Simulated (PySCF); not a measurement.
# How the numerical set-up moves the result for OF

The method stays; parts of the set-up, such as the basis or the Hamiltonian, are changed.

Computed with PySCF 2.14.0. Level: each script names its method and basis.

2 further runs of the same task are left out: 2 that didn't finish.

### Step 1. Starting geometry

OF: 2 atoms, charge 0, spin multiplicity 2.

Bond lengths: O1–F2 1.094 Å.

### Step 2. The base run

input.py

```python
from pyscf import gto, scf, cc

mol = gto.M(
    atom='O 0 0 0; F 0 0 1.094',
    basis='6-311g**',
    charge=0,
    spin=1,
    verbose=3,
)
mf = scf.UHF(mol)
mf = mf.density_fit(auxbasis='def2-universal-jkfit')
mf.kernel()
mycc = cc.CCSD(mf, frozen=2)
mycc.kernel()
mf.dip_moment()
print('orbital energies (hartree):', [e[max(0, n-3):n+3].round(4) for e, n in zip(mf.mo_energy, mol.nelec)])
```

On the command line:

```bash
OMP_NUM_THREADS=1 python input.py
```

The log of the run:

```text
WARN: HOMO -0.265632157715826 >= LUMO -0.265632157715826

converged SCF energy = -174.102222053328  <S^2> = 0.75721091  2S+1 = 2.007198
E(UCCSD) = -174.4683177486735  E_corr = -0.3660956953457682
Dipole moment(X, Y, Z, Debye):  0.00000, -0.00000,  0.45221
orbital energies (hartree): [array([-0.8359, -0.5613, -0.4931,  0.5117,  0.8957,  0.9392]), array([-0.7897, -0.7715, -0.4563,  0.1418,  0.544 ,  0.954 ])]
```

Wall time 1.8 s (1 thread of Intel Xeon 6975P-C, shared host); peak memory 0.12 GiB.

It gives: E(SCF) = -174.102222 Eh, E(CCSD) − E(SCF) = -0.36610 Eh, ⟨S²⟩ = 0.757, μ = 0.45 D (of the SCF density).

The bond length is a typed value, not an optimised one.

### Step 3. Cc-pvtz

Edit 1 changes basis set: 6-311g** → cc-pvtz.

input.py: that of step 2 with these lines changed.

```diff
@@ -4,3 +4,3 @@
     atom='O 0 0 0; F 0 0 1.094',
-    basis='6-311g**',
+    basis='cc-pvtz',
     charge=0,
```

On the command line:

```bash
OMP_NUM_THREADS=1 python input.py
```

The log of the run:

```text
WARN: HOMO -0.266531614191225 >= LUMO -0.266531614191225

converged SCF energy = -174.123350846975  <S^2> = 0.75881261  2S+1 = 2.0087933
E(UCCSD) = -174.5711476990526  E_corr = -0.4477968520777093
Dipole moment(X, Y, Z, Debye): -0.00000, -0.00000,  0.50673
orbital energies (hartree): [array([-0.8353, -0.5597, -0.49  ,  0.4377,  0.6979,  0.7324]), array([-0.7897, -0.7719, -0.4542,  0.1404,  0.4567,  0.7428])]
```

It took 5.2 s on 1 thread of Intel Xeon 6975P-C, shared host; peak memory 0.18 GiB.

This run: E(SCF) = -174.123351 Eh (-0.5749 eV from the base), E(CCSD) − E(SCF) = -0.44780 Eh, ⟨S²⟩ = 0.759, μ = 0.51 D (of the SCF density).

### Step 4. Jorge-dzp

Edit 2 changes basis set: 6-311g** → jorge-dzp.

input.py: that of step 2 with these lines changed.

```diff
@@ -4,3 +4,3 @@
     atom='O 0 0 0; F 0 0 1.094',
-    basis='6-311g**',
+    basis='jorge-dzp',
     charge=0,
```

On the command line:

```bash
OMP_NUM_THREADS=1 python input.py
```

The log of the run:

```text
WARN: HOMO -0.27012658237366 >= LUMO -0.27012658237366

converged SCF energy = -174.092986671685  <S^2> = 0.75783434  2S+1 = 2.0078191
E(UCCSD) = -174.4167294608813  E_corr = -0.323742789196092
Dipole moment(X, Y, Z, Debye):  0.00000, -0.00000,  0.45592
orbital energies (hartree): [array([-0.8341, -0.5606, -0.4919,  0.4543,  0.7655,  0.807 ]), array([-0.7878, -0.7717, -0.4547,  0.1363,  0.4789,  0.822 ])]
```

Wall time 1.5 s (1 thread of Intel Xeon 6975P-C, shared host).

Result: E(SCF) = -174.092987 Eh (+0.2513 eV from the base), E(CCSD) − E(SCF) = -0.32374 Eh, ⟨S²⟩ = 0.758, μ = 0.46 D (of the SCF density).

### Step 5. Def2-svpd

Edit 3 changes basis set: 6-311g** → def2-svpd.

input.py: that of step 2 with these lines changed.

```diff
@@ -4,3 +4,3 @@
     atom='O 0 0 0; F 0 0 1.094',
-    basis='6-311g**',
+    basis='def2-svpd',
     charge=0,
```

On the command line:

```bash
OMP_NUM_THREADS=1 python input.py
```

The log of the run:

```text
WARN: HOMO -0.266689001948398 >= LUMO -0.266689001948398

converged SCF energy = -173.918858966561  <S^2> = 0.75920389  2S+1 = 2.0091828
E(UCCSD) = -174.2685453659051  E_corr = -0.3496863993439522
Dipole moment(X, Y, Z, Debye):  0.00000,  0.00000,  0.53544
orbital energies (hartree): [array([-0.8464, -0.5725, -0.5033,  0.1164,  0.1754,  0.1812]), array([-0.7968, -0.7852, -0.4651,  0.0997,  0.1171,  0.1796])]
```

Wall time 2.8 s (1 thread of Intel Xeon 6975P-C, shared host).

Result: E(SCF) = -173.918859 Eh (+4.9896 eV from the base), E(CCSD) − E(SCF) = -0.34969 Eh, ⟨S²⟩ = 0.759, μ = 0.54 D (of the SCF density).

### Step 6. Aug-cc-pvdz

Edit 4 changes basis set: 6-311g** → aug-cc-pvdz.

input.py: that of step 2 with these lines changed.

```diff
@@ -4,3 +4,3 @@
     atom='O 0 0 0; F 0 0 1.094',
-    basis='6-311g**',
+    basis='aug-cc-pvdz',
     charge=0,
```

On the command line:

```bash
OMP_NUM_THREADS=1 python input.py
```

The log of the run:

```text
WARN: HOMO -0.264647522056292 >= LUMO -0.264647522056292

converged SCF energy = -174.077791258985  <S^2> = 0.75921108  2S+1 = 2.00919
E(UCCSD) = -174.4400145396649  E_corr = -0.3622232806798056
Dipole moment(X, Y, Z, Debye):  0.00000,  0.00000,  0.50468
orbital energies (hartree): [array([-0.8435, -0.5651, -0.4962,  0.1239,  0.1798,  0.1817]), array([-0.7965, -0.7784, -0.4586,  0.1028,  0.1247,  0.1845])]
```

It took 2.8 s on 1 thread of Intel Xeon 6975P-C, shared host.

Outcome: E(SCF) = -174.077791 Eh (+0.6648 eV from the base), E(CCSD) − E(SCF) = -0.36222 Eh, ⟨S²⟩ = 0.759, μ = 0.50 D (of the SCF density).

### Step 7. All runs together

| run | E(SCF) (hartree) | from base (eV) | gap, α spin (eV) | SCF dipole (D) | functions | after the SCF |
| --- | --- | --- | --- | --- | --- | --- |
| base | -174.102222 | 0 | 27.34 | 0.45 | 36 | CCSD correlation -9.962 eV, core frozen |
| cc-pvtz | -174.123351 | -0.5749 | 25.24 | 0.51 | 60 | CCSD correlation -12.185 eV, core frozen |
| jorge-dzp | -174.092987 | +0.2513 | 25.75 | 0.46 | 30 | CCSD correlation -8.809 eV, core frozen |
| def2-svpd | -173.918859 | +4.9896 | 16.86 | 0.54 | 46 | CCSD correlation -9.515 eV, core frozen |
| aug-cc-pvdz | -174.077791 | +0.6648 | 16.87 | 0.50 | 46 | CCSD correlation -9.857 eV, core frozen |

Wall time on 1 thread of Intel Xeon 6975P-C, shared host, start-up included: base 1.8 s; cc-pvtz 5.2 s; jorge-dzp 1.5 s; def2-svpd 2.8 s; aug-cc-pvdz 2.8 s.

The largest comparable shift of the SCF energy, +4.990 eV, comes with the run “def2-svpd”. cc-pvtz (60 functions) gives an energy 0.57 eV lower than 6-311g** (36). jorge-dzp (30 functions) gives an energy 0.25 eV higher than 6-311g** (36). def2-svpd (46 functions) gives an energy 4.99 eV higher than 6-311g** (36); size alone doesn't order basis sets of different families. aug-cc-pvdz (46 functions) gives an energy 0.66 eV higher than 6-311g** (36); size alone doesn't order basis sets of different families.
